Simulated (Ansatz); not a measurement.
Born–Oppenheimer molecular dynamics of CH₃BSi (6 atoms, charge 0, multiplicity 1). It goes on from the last frame of an earlier run, with new velocities.

The calculation used Ansatz 0.2.0, RKS B3LYP-D4/def2-SVP.

| Quantity | Value |
| --- | --- |
| ensemble | NVT, Langevin thermostat |
| time step | 0.5 fs |
| steps asked | 250 |
| set temperature | 700 K |
| friction | 0.001 /fs |
| seed | 390722 |

Frames 10 fs apart, positions in Å, forces in eV/Å.

Velocities at 0.0 fs (Å/ps):

```
B -13.59 -1.10 -3.02
C 7.35 -0.23 -4.74
Si 3.04 1.98 2.45
H 29.28 -14.11 38.06
H -12.09 -9.95 -4.65
H -43.81 -16.45 -12.77
```

```xyz
6
Properties=species:S:1:pos:R:3:forces:R:3 time_fs=0.0 energy_less_start_eV=0.000 T=583
B -1.272 -0.246 0.005 -0.79 -0.56 0.42
C -0.272 -1.136 -0.176 0.53 0.56 -0.10
Si 0.114 0.909 0.005 1.52 1.23 -0.72
H 0.530 -1.820 -0.418 -0.20 -0.38 0.06
H 0.624 1.621 -1.226 -0.40 -0.24 -0.12
H 1.119 1.581 0.933 -0.65 -0.61 0.46
6
Properties=species:S:1:pos:R:3:forces:R:3 time_fs=10.0 energy_less_start_eV=0.102 T=480
B -1.355 -0.305 -0.019 2.04 0.07 -0.18
C -0.219 -1.090 -0.195 -0.97 0.75 0.90
Si 0.139 0.923 0.006 -0.83 -0.69 0.82
H 0.507 -1.891 -0.069 -0.03 -0.01 -0.35
H 0.481 1.549 -1.312 0.39 0.35 0.45
H 0.840 1.503 1.351 -0.61 -0.48 -1.63
6
Properties=species:S:1:pos:R:3:forces:R:3 time_fs=20.0 energy_less_start_eV=0.117 T=445
B -1.333 -0.321 -0.050 -0.34 1.69 -0.30
C -0.191 -1.022 -0.155 0.34 -1.27 0.25
Si 0.137 0.911 0.002 -2.06 -1.26 -1.91
H 0.385 -1.919 -0.024 0.76 -0.22 -0.22
H 0.638 1.751 -1.119 0.19 -0.01 0.02
H 0.510 1.350 1.253 1.11 1.07 2.15
6
Properties=species:S:1:pos:R:3:forces:R:3 time_fs=30.0 energy_less_start_eV=0.141 T=432
B -1.308 -0.239 -0.093 1.16 -2.21 -0.36
C -0.150 -1.049 -0.090 -1.96 0.95 -0.54
Si 0.103 0.884 -0.008 1.65 2.48 2.21
H 0.612 -1.815 -0.197 -0.08 -0.13 0.18
H 0.915 1.863 -0.819 -0.36 -0.54 -0.69
H 0.577 1.462 1.384 -0.41 -0.54 -0.80
6
Properties=species:S:1:pos:R:3:forces:R:3 time_fs=40.0 energy_less_start_eV=-0.007 T=596
B -1.234 -0.282 -0.166 -2.70 1.03 -0.14
C -0.187 -1.065 -0.058 2.04 -1.19 -0.46
Si 0.101 0.919 0.026 1.26 1.16 0.83
H 0.679 -1.676 -0.219 0.16 -0.73 0.28
H 0.951 1.558 -1.078 -0.45 -0.19 0.46
H 0.612 1.422 1.411 -0.31 -0.09 -0.97
6
Properties=species:S:1:pos:R:3:forces:R:3 time_fs=50.0 energy_less_start_eV=0.196 T=350
B -1.269 -0.317 -0.231 2.49 -0.55 0.80
C -0.137 -1.126 -0.056 -2.03 1.56 -0.10
Si 0.122 0.979 0.065 -2.01 -3.17 -1.90
H 0.612 -1.905 0.030 0.03 -0.01 -0.02
H 0.789 1.263 -1.181 0.79 1.04 -0.47
H 0.589 1.536 1.252 0.72 1.13 1.69
6
Properties=species:S:1:pos:R:3:forces:R:3 time_fs=60.0 energy_less_start_eV=0.138 T=484
B -1.175 -0.322 -0.242 -1.55 2.16 -0.20
C -0.153 -1.136 -0.049 1.06 -0.90 0.87
Si 0.120 0.983 0.069 0.89 0.78 -0.77
H 0.369 -2.000 0.297 0.81 -0.44 -0.07
H 0.944 1.581 -1.111 -0.49 -0.46 0.64
H 0.625 1.943 1.224 -0.72 -1.15 -0.47
6
Properties=species:S:1:pos:R:3:forces:R:3 time_fs=70.0 energy_less_start_eV=0.029 T=656
B -1.131 -0.229 -0.258 0.52 -3.06 -0.07
C -0.141 -1.183 0.023 -2.00 2.65 -0.37
Si 0.125 0.988 0.048 1.08 1.86 1.29
H 0.480 -1.997 0.343 0.36 -0.32 0.02
H 1.022 1.749 -0.882 0.01 -0.35 -0.14
H 0.207 1.841 1.362 0.02 -0.77 -0.73
6
Properties=species:S:1:pos:R:3:forces:R:3 time_fs=80.0 energy_less_start_eV=0.228 T=350
B -1.105 -0.290 -0.280 -2.08 1.94 -1.31
C -0.193 -1.146 0.092 1.81 -0.90 0.23
Si 0.150 1.026 0.043 -1.40 -1.97 -0.44
H 0.537 -1.903 0.217 0.54 -0.72 0.41
H 1.148 1.615 -0.826 0.55 0.43 -0.29
H -0.059 1.455 1.374 0.58 1.22 1.39
6
Properties=species:S:1:pos:R:3:forces:R:3 time_fs=90.0 energy_less_start_eV=0.162 T=402
B -1.167 -0.290 -0.362 2.33 -0.59 0.90
C -0.164 -1.138 0.134 -1.52 2.03 -1.33
Si 0.157 1.023 0.051 0.04 -0.62 1.61
H 0.558 -1.924 0.308 0.01 -0.12 0.26
H 1.356 1.586 -0.768 -0.89 -0.29 0.38
H 0.205 1.655 1.569 0.04 -0.42 -1.83
6
Properties=species:S:1:pos:R:3:forces:R:3 time_fs=100.0 energy_less_start_eV=0.047 T=519
B -1.110 -0.283 -0.399 -1.82 2.23 -0.83
C -0.175 -1.047 0.116 1.66 -1.26 1.24
Si 0.159 0.988 0.093 0.41 -0.41 -1.58
H 0.435 -1.819 0.533 0.43 -0.45 0.14
H 1.263 1.481 -0.804 -0.17 -0.35 -0.34
H 0.475 1.925 1.145 -0.51 0.24 1.36
6
Properties=species:S:1:pos:R:3:forces:R:3 time_fs=110.0 energy_less_start_eV=0.126 T=422
B -1.115 -0.191 -0.445 0.71 -2.40 1.07
C -0.126 -1.004 0.151 -2.41 1.10 -0.60
Si 0.174 0.950 0.104 0.27 0.58 -0.28
H 0.390 -1.798 0.672 0.26 -0.14 -0.09
H 1.077 1.188 -0.996 1.09 0.87 -0.28
H 0.252 1.930 1.216 0.08 -0.02 0.19
```

Of the whole run (125 fs, mean temperature of the second half 486 K): The mean temperature of the second half is 31 % below the set value. A run of 0.12 ps of so small a system gives no equilibrium averages.

Run time: 4.4 min on 1 thread of AMD EPYC 7R13 Processor (Zen 3), with other jobs on the host, peak memory 0.12 GiB.
